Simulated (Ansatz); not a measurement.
# How close CCSD(T) comes to the exact answer in a basis

Each species is computed at the geometry given (Å), with frozen cores, in Ansatz 0.2.0: RHF-CCSD(T) for singlets, UHF-CCSD(T) otherwise, and full CI in the same basis. The program picks the determinant by trial CCSD, so it needn't be the lowest Hartree–Fock solution. States: HCSi A', HAlN⁺ Σ⁻ or Δ, H2Al–C A2, SiP⁺ Σ⁺ or Δ. Cases whose determinant has another symmetry than full CI's state, or whose (Q) step broke down, weren't drawn.

Problem. Judging by size, spin and bonding and the diagnostics given, rank them by the size of CCSD(T)'s error in total energy against full CI in the same basis, smallest first (an estimate).
A. HAlN⁺, triplet, 6-31G: Al 0.000 0.000 0.051; N 0.000 0.000 -1.682; H 0.000 0.000 1.631. T1 0.022, (T) -57 meV in a correlation energy of -2.74 eV
B. SiP⁺, singlet, 6-31G: Si 0.000 0.000 0.000; P 0.000 0.000 1.770. T1 0.036, (T) -204 meV in a correlation energy of -4.36 eV
C. H₂Al–C, quartet, 6-31G: Al 0.000 0.000 0.528; C 0.000 0.000 -1.397; H 0.000 1.399 1.263; H 0.000 -1.399 1.263. T1 0.019, (T) -40 meV in a correlation energy of -2.38 eV
D. HCSi, sextet, 6-31G: Si 0.000 0.033 0.617; C 0.000 -0.127 -1.269; H 0.000 0.607 -2.083. T1 0.011, (T) -30 meV in a correlation energy of -2.16 eV

Solution. D (11.7 meV), C (19.5 meV), A (27.0 meV), B (55.5 meV).

```tsv
species	basis	correlated electrons	CCSD(T) − full CI (meV)	CCSDT(Q) − full CI (meV)	unpaired electrons (full CI)	T1	⟨S²⟩ of the determinant
HCSi, sextet	6-31G	9	11.7	-0.6	5.02	0.011	8.77
H2Al–C, quartet	6-31G	9	19.5	-0.6	3.02	0.019	3.75
HAlN⁺, triplet	6-31G	8	27.0	-0.8	2.04	0.022	2.02
SiP⁺, singlet	6-31G	8	55.5	-6.1	0.47	0.036	0.00
```

Unpaired electrons are Σ n²(2−n)² over natural occupations; an open shell counts its own unpaired electrons too. Frozen cores follow each run's orbitals, which moves totals by a few meV.
